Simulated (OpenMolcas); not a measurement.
# H2S (hydrogen sulfide): levels of theory compared

We compute a comparison of 6 runs (UHF/pcseg-0, PBE/pcseg-0, UPBE/pcseg-0, r2SCAN/pcseg-0, ACPF/pcseg-0, CISD/pcseg-0) of H2S (hydrogen sulfide). 

The calculation is run with OpenMolcas 26.06.

## 1. The structure to begin with

The species is H2S (3 atoms), meant as a singlet with charge 0. SMILES: `S`. The S1–H2 distance was set to 2.682 Å, away from the relaxed value. At this shape a bond of the SMILES string is far longer than usual.

Bond lengths: S1–H3 1.341 Å.

## 2. A single-point energy at UHF/pcseg-0 (run 1)

job.inp

```
&GATEWAY
BasLib=$CurrDir
Coord
3
bohr
S      1.68773141    -2.94594508     0.61492066
H      0.18500419     1.88537975     0.30689152
H     -0.36999137    -3.77081053    -0.61377927
Basis=pcseg-0
Group=NoSym
&SEWARD
&SCF
UHF
Thresholds=1e-10 1e-07 1e-07 1e-05
Scramble=0.25
PrOrbitals=1 1
```

The basis set pcseg-0 is read from a file made from the Basis Set Exchange's data (not shown).

Launch:

```console
$ export MOLCAS_MEM=1860
$ pymolcas job.inp > job.log
```

Output:

```text
--- Start Module: gateway ---
[...]
--- Stop Module: gateway /rc=_RC_ALL_IS_WELL_ ---
--- Start Module: seward ---
[...]
      Basis functions           17
--- Stop Module: seward /rc=_RC_ALL_IS_WELL_ ---
--- Start Module: scf ---
[...]
       Convergence after  34 Iterations
[...]
::    Total SCF energy                               -398.0720725994
[...]
      Total spin, S                                     0.5868122196
[...]
      Total electronic charge=   18.000000
      Total            charge=   -0.000000
[...]
      Dipole Moment (debye):
      Origin of the operator (angstrom)=    0.8372   -1.4961    0.3013
                   X= -1.2743E+00               Y= -4.9295E-01               Z= -7.5896E-01           Total=  1.5630E+00
      Quadrupole Moment (debye*angstrom):
[...]
--- Stop Module: scf /rc=_RC_ALL_IS_WELL_ ---
[...]
```

Run time: 2.3 s. Hardware: 1 thread of Arm Neoverse V1, shared host; peak memory 0.37 GiB.

## 3. The energy at PBE/pcseg-0 (run 2)

job.input

```
* H2S Kohn-Sham DFT

&GATEWAY
  BASLIB = $CurrDir
  COORD
  3
  bohr
  S      1.68773141    -2.94594508     0.61492066
  H      0.18500419     1.88537975     0.30689152
  H     -0.36999137    -3.77081053    -0.61377927
  BASIS = pcseg-0
  GROUP = NoSym

&SEWARD
  GRIDINPUT
  Grid=UltraFine
  End of Grid

&SCF
  KSDFT = PBE
  THRESHOLDS = 1e-10 1e-07 1e-07 1e-05
  PRORBITALS = 1 1
```

The basis set pcseg-0 is read from a file made from the Basis Set Exchange's data (not shown).

Launch:

```console
$ export MOLCAS_MEM=1860
$ pymolcas job.input > job.log
```

Output:

```text
--- Start Module: gateway ---
[...]
--- Stop Module: gateway /rc=_RC_ALL_IS_WELL_ ---
--- Start Module: seward ---
[...]
      Basis functions           17
--- Stop Module: seward /rc=_RC_ALL_IS_WELL_ ---
--- Start Module: scf ---
[...]
       Convergence after  15 Iterations
[...]
::    Total KS-DFT energy                            -398.5882549666
[...]
      Total spin, S                                     0.0000000000
[...]
      Total electronic charge=   18.000000
      Total            charge=   -0.000000
[...]
      Dipole Moment (debye):
      Origin of the operator (angstrom)=    0.8372   -1.4961    0.3013
                   X= -1.3598E+00               Y=  4.5352E-02               Z= -7.4793E-01           Total=  1.5526E+00
      Quadrupole Moment (debye*angstrom):
[...]
--- Stop Module: scf /rc=_RC_ALL_IS_WELL_ ---
[...]
```

Wall time 4.2 s (1 thread of Arm Neoverse V1, shared host); peak memory 0.37 GiB.

Runs 3 to 5 aren't shown in full; the table further down has their settings and results.

## 4. A single-point energy at CISD/pcseg-0 (run 6)

job.inp: that of step 2 with these lines changed.

```diff
@@ -12,5 +12,13 @@
 &SCF
-UHF
 Thresholds=1e-10 1e-07 1e-07 1e-05
-Scramble=0.25
 PrOrbitals=1 1
+&MOTRA
+Frozen=5
+&GUGA
+Electrons=8
+Spin=1
+Inactive=4
+Active=0
+CIAll=1
+&CPF
+SDCI
```

The basis set pcseg-0 is read from a file made from the Basis Set Exchange's data (not shown).

Launch:

```console
$ export MOLCAS_MEM=1860
$ pymolcas job.inp > job.log
```

Output:

```text
--- Start Module: gateway ---
[...]
--- Stop Module: gateway /rc=_RC_ALL_IS_WELL_ ---
[...]
      Basis functions           17
[...]
       Convergence after  12 Iterations
[...]
::    Total SCF energy                               -397.9876191151
[...]
      Total spin, S                                     0.0000000000
[...]
      *** WARNING: Default frozen orbitals is overwritten by user input.
      *** Default values:   5
[...]
--- Start Module: guga ---
[...]
--- Stop Module: guga /rc=_RC_ALL_IS_WELL_ ---
--- Start Module: cpf ---
[...]
      Active orbitals                            0       0
[...]
      Spin quantum number                      0.0
[...]
     FINAL CI ENERGY          -398.12004304
     FINAL CORRELATION ENERGY   -0.13242392  REFERENCE ENERGY    -397.98761912
[...]
     REL. CI ENERGY           -398.12004304
[...]
      Total electronic charge=   18.000000
      Total            charge=   -0.000000
[...]
      Dipole Moment (debye):
      Origin of the operator (angstrom)=    0.8372   -1.4961    0.3013
                   X= -1.2734E+00               Y= -3.5012E-01               Z= -7.4299E-01           Total=  1.5153E+00
      Quadrupole Moment (debye*angstrom):
[...]
--- Stop Module: cpf /rc=_RC_ALL_IS_WELL_ ---
[...]
```

It took 2 s on 1 thread of Arm Neoverse V1, shared host; peak memory 0.37 GiB.

## 5. The series

| run | level | scramble | integration grid | energy (Eh) | dipole moment (D) of the reference | HOMO energy (eV) | LUMO energy (eV) | wall time |
| --- | --- | --- | --- | --- | --- | --- | --- | --- |
| 1 | UHF/pcseg-0 | 0.25 | – | -398.072073 | 1.56 | -10.33 | 0.40 | 2.3 s |
| 2 | PBE/pcseg-0 | – | UltraFine | -398.588255 | 1.55 | -6.00 | -5.67 | 4.2 s |
| 3 | UPBE/pcseg-0 | 0.25 | UltraFine | -398.597198 | 1.59 | -5.71 | -5.35 | 12 s |
| 4 | r2SCAN/pcseg-0 | – | UltraFine | -398.718274 | 1.68 | -6.36 | -5.78 | 5.1 s |
| 5 | ACPF/pcseg-0 | – | – | -398.156206 | 1.64 | -10.00 | -1.97 | 2 s |
| 6 | CISD/pcseg-0 | – | – | -398.120043 | 1.64 | -10.00 | -1.97 | 2 s |

## 6. Outcome

```
                                          quantity          value
                               run 6: total energy  -398.12004 Eh
         run 6: dipole moment (mean-field density)         1.64 D
        run 6: HOMO energy (Hartree–Fock orbitals)      -10.00 eV
        run 6: LUMO energy (Hartree–Fock orbitals)       -1.97 eV
      run 6: HOMO–LUMO gap (Hartree–Fock orbitals)        8.03 eV
run 6: correlation energy (5 core orbitals frozen)     -132.4 mEh
```

**Reading.** Below the UHF energy at the same shape and in the same basis (pcseg-0): ACPF -84.1 mEh; CISD -48.0 mEh. Some of these start from another determinant than that one, so these aren't their correlation energies. Over runs 1, 2, 3, 4 the dipole moment (its size) runs from 1.55 D (PBE/pcseg-0) to 1.68 D (r2SCAN/pcseg-0). Over runs 1, 2, 3, 4 the HOMO–LUMO gap runs from 0.32 eV (PBE/pcseg-0) to 10.73 eV (UHF/pcseg-0). Totals of different functionals can't be ranked against each other. In runs 2, 4, 5, 6 a closed-shell determinant meets a far-stretched bond, which it describes badly. Spin contamination of the reference: run 1 ⟨S²⟩ = 0.93, run 3 ⟨S²⟩ = 0.67. Where it is this large, the reference is a mixture of spin states, and values that rest on it are in doubt. All runs together took 28 s, the longest 12 s.
